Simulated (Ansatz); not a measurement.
Input for Ansatz (development build ahead of 0.2.0):

```yaml
crystal:
  periodic: [false, false, false]
  atoms:
    - { symbol: C, position_ang: [0.0, 0.0, -0.5117] }
    - { symbol: "N", position_ang: [0.0, 0.0, 0.6645] }
    - { symbol: H, position_ang: [0.0, 0.0, -2.1152] }
basis:
  gaussian: { orbitals: pcseg-2 }
magnetization:
  spin_polarized: true
hamiltonian:
  xc: pbe0
```

The input is written out in the form of the current development build from the run's settings.

The run gave:

```json
{"Converged": "yes", "Total energy": "-93.25514 hartree", "Spin squared of the determinant": "0.000", "Stability test": "minimum"}
```
